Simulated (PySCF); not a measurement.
Gas-phase reaction: 2 CH3SiH2 + 3 C2H4 = 2 (CH3)2SiH2 + 2 C2H3 (vinyl)

Computed with PySCF (xtb for GFN2) and rigid-rotor harmonic-oscillator thermochemistry at 1 bar. † marks an energy on the PBE0/def2-TZVP geometry and frequencies; other levels use their own. 6-31G* has spherical d functions here. Open shells (unrestricted): CH3SiH2 (multiplicity 2), C2H3 (vinyl) (multiplicity 2); the rest are closed-shell singlets. GFN2 has no spin-polarisation term. B3LYP is the form with VWN-RPA correlation. CH3SiH2: computed as isolated molecules; such fragments, hydroxides, amides, oligomers or adducts are transient or little studied in the gas.

| level | ΔH°(298 K), kJ |
|---|---|
| B3LYP/6-31G* | … |
| BLYP/def2-TZVP† | 8 |
| GFN2-xTB | 65 |
| PBE/def2-TZVP† | … |
| PBE0/def2-SVP† | -24 |
| PBE0/def2-TZVP | … |
| r2SCAN/def2-TZVP† | … |
| ωB97M-V/def2-TZVP† | -38 |
| ωB97X-V/def2-TZVP† | -41 |

Question: Some entries are withheld; supply them.

Answer: 
- B3LYP/6-31G*, ΔH°(298 K), kJ: -3
- PBE/def2-TZVP†, ΔH°(298 K), kJ: -12
- PBE0/def2-TZVP, ΔH°(298 K), kJ: -27
- r2SCAN/def2-TZVP†, ΔH°(298 K), kJ: -44
